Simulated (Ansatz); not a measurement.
## Worked example: correlation energy of CH$_{2}$O, singlet

Geometry: MP2(full)/6-31G*, from the G2/97 set.

```yaml
atoms:
  - { symbol: O, position_ang: [0.0000, 0.0000, 0.6094] }
  - { symbol: C, position_ang: [0.0000, 0.0000, -0.6107] }
  - { symbol: H, position_ang: [0.0000, 0.9344, -1.1982] }
  - { symbol: H, position_ang: [0.0000, -0.9344, -1.1982] }
```

Basis cc-pVTZ; Ansatz 0.2.0. Correlated methods freeze the noble-gas cores, which leaves 12 electrons in 86 orbitals. R marks a restricted (for open shells ROHF) determinant.

Full CI isn't at hand for all of this; RCCSDT(Q) serves as the reference, and is uncertain by about the last step of the cluster series.

Runs differ by some tens of microhartree through their thresholds, so steps under 0.03 kcal/mol mean nothing.

```csv
level,total energy (hartree)
RHF,-113.909845
RMP2,-114.307029
RCCSD,-114.316813
RCCSD(T),-114.333691
RCCSDT,-114.333854
RCCSDT(Q),-114.334921
```

Task: What is the correlation energy at RCCSDT(Q), and what share of it do RMP2 and RCCSD(T) recover?

Result: E(corr) = -114.334921 − (-113.909845) = -0.425076 hartree = -11.567 eV. RMP2: -0.397184 / -0.425076 = 93.44 %. RCCSD(T): -0.423846 / -0.425076 = 99.71 %.

Task: By how many kcal/mol does RCCSD(T) miss RCCSDT(Q) (1 hartree = 627.509 kcal/mol), and which steps make up the rest?

Result: -114.333691 − (-114.334921) = 0.001230 hartree = 0.77 kcal/mol. Steps: RCCSDT − RCCSD(T) = -0.10, RCCSDT(Q) − RCCSDT = -0.67 kcal/mol. That is within 1 kcal/mol of the reference in this basis, which itself misses far more of the correlation at the basis-set limit.
